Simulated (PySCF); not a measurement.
Name the molecule from its bond curve

A diatomic of charge 0 contains Si (the partner may be the same element). Its triplet curve at UHF-MP2 in a double-zeta basis (no relativity, PySCF), in eV from the separated fragments:

(R (Å), E (eV)): (1.955, -1.568), (2.046, -2.121), (2.137, -2.424), (2.205, -2.529), (2.273, -2.556), (2.341, -2.523), (2.432, -2.413), (2.546, -2.204), (2.682, -1.899), (2.864, -1.469)

The fit gives ωe = 504 cm⁻¹ and the rotational constant Bₑ = 0.2345 cm⁻¹.

Question: Which atom is the partner?

Answer: The minimum lies at 2.267 Å, so the reduced mass is 16.8576 u Å² cm⁻¹/(Bₑ·Re²) = 13.99 u. With Si at 27.98 u the partner weighs about 28.0 u: Si. The molecule is Si2.

Correlated steps freeze 10 core orbitals. The state is the lowest determinant that a PBE0 search found; another state may lie lower at other levels.
